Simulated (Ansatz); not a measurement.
Geometry optimisation, RKS PBE/def2-SVP (Ansatz 0.2.0).

Input:

```yaml
crystal:
  periodic: [false, false, false]
  atoms:
    - { symbol: B, position_ang: [0.0, 0.0, 0.0] }
    - { symbol: H, position_ang: [0.0, 0.0, 1.54] }
    - { symbol: H, position_ang: [1.0305, 0.0, -0.595] }
    - { symbol: "N", position_ang: [-1.3423, 0.0, -0.775] }
    - { symbol: H, position_ang: [-2.0112, -0.8164, -0.6764] }
    - { symbol: H, position_ang: [-1.5914, 0.8164, -1.4036] }
    - { symbol: O, position_ang: [-0.2139, 1.6086, 0.5392] }
    - { symbol: H, position_ang: [-1.1525, 1.9139, 0.3252] }
    - { symbol: H, position_ang: [-0.1135, 0.8538, 1.537] }
basis:
  gaussian: { orbitals: def2-SVP }
hamiltonian:
  xc: pbe
relax:
  f_tol: 0.15
  max_steps: 25
  restrain:
    - { distance: [0, 6], at: 1.41, k: 30.0 }
    - { distance: [8, 1], at: 0.66, k: 30.0 }
    - { distance: [0, 1], at: 2.39, k: 30.0 }
    - { distance: [8, 6], at: 2.21, k: 30.0 }
output:
  orbitals: {}
```

Command:

```bash
$ ansatz run input.yaml --threads 2 --pin off --max-ram 3072MiB --backend cpu --events-out ev --progress --plain --runs-dir out
```

Task: Where does it end, and by what steps?

Result: The forces met the threshold. The restraints hold the end off the free minimum. After 10 steps the energy has fallen by 3.991 eV (the restraints' own energy left out); H6 moved furthest, 0.88 Å.

```
step  energy less start (eV)  largest force component (eV/Å)  accepted
   0                  0.0000                           4.342       yes
   1                 -0.8196                           5.604       yes
   2                 -2.2016                           4.517       yes
   3                 -3.0498                           2.260       yes
   4                 -3.4566                           1.483       yes
   5                 -3.7138                           1.509       yes
   6                 -3.8553                           1.693       yes
   7                 -3.9443                           1.760       yes
   8                 -3.9311                           1.880        no
   9                 -3.9808                           1.898       yes
  10                 -3.9909                           1.895       yes
```

```xyz
9
Properties=species:S:1:pos:R:3
B -0.150 0.496 -0.351
H -0.138 -0.154 1.962
H 0.844 -0.210 -0.388
N -1.386 -0.008 -0.826
H -1.495 -0.967 -1.157
H -2.249 0.542 -0.885
O 0.017 1.800 0.113
H -0.807 2.317 0.068
H -0.031 0.559 1.954
```

Time of the run: 18 s on 2 threads of Intel(R) Xeon(R) Platinum 8259CL CPU @ 2.50GHz (Skylake/Cascade Lake), on a shared host, peak memory 0.16 GiB.
